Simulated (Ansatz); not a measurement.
# Which is lower?

Two relaxed structures of NaSiNH3, doublet (PBE0-D4/def2-TZVP; forces vanish, vibrations not checked).

A:

```
6
angstrom
N -0.5335 -0.8177 -0.0390
Si 0.2258 0.6854 0.0281
Na 1.2987 -1.9110 0.4896
H -0.9960 -1.0114 -0.9222
H -0.1628 1.7537 -0.9531
H 0.1679 1.3010 1.3966
```

B:

N1  (-0.168, -0.829, -0.519)
Si2  (0.209, 0.802, -0.334)
Na3  (0.698, -1.511, 1.307)
H4  (-0.709, -1.088, -1.333)
H5  (-0.920, 1.801, -0.175)
H6  (0.890, 0.824, 1.053)
(Å)

Computed with Ansatz 0.2.0 (basis: def2-TZVPP); correlated methods freeze the cores; orbitals are unrestricted. The outer core shell of Li, Na, Mg and K is correlated. The def2 sets are not built for correlating such inner shells, so the correlated values are less sure here. B3LYP uses VWN-RPA correlation.

(1) Which structure is lower at CCSD(T), and by how much? (To be estimated.)

T1 diagnostic: at most 0.016. ⟨S²⟩ of the unrestricted Hartree–Fock references: 0.77 to 0.78 (a pure state has 0.75).

## Answers

(1) The calculation gives: B, by 11.4 kJ/mol (electronic energy, against the other). By their contacts, A is NaSiNH₃ ([NH]1[Na][SiH2]1) and B is NaSiNH₃ ([H]1[Na]2[NH][SiH]12).

All methods give the same order:

```json
{"method": "PBE-D4", "E(B) − E(A) (kJ/mol)": "-5.2"}
{"method": "r2SCAN-D4", "E(B) − E(A) (kJ/mol)": "-9.7"}
{"method": "PBE0-D4", "E(B) − E(A) (kJ/mol)": "-8.3"}
{"method": "B3LYP-D4", "E(B) − E(A) (kJ/mol)": "-8.5"}
{"method": "wB97M-V", "E(B) − E(A) (kJ/mol)": "-10.1"}
{"method": "HF", "E(B) − E(A) (kJ/mol)": "-13.6"}
{"method": "MP2", "E(B) − E(A) (kJ/mol)": "-12.7"}
{"method": "CCSD", "E(B) − E(A) (kJ/mol)": "-11.8"}
{"method": "CCSD(T)", "E(B) − E(A) (kJ/mol)": "-11.4"}
```

Labels in which every atom is bracketed show which atoms are joined, not bond orders.

For scale, one of the runs: CCSD(T)/def2-TZVPP, 147 basis functions, launched by `ansatz run in.yaml --threads 2 --pin off --events-out ev --progress --plain --max-ram 4352MiB`. Time: 77 s of wall clock on 2 CPU threads of an Arm Neoverse V2; the host was shared. Peak host memory: 2.2 GiB.
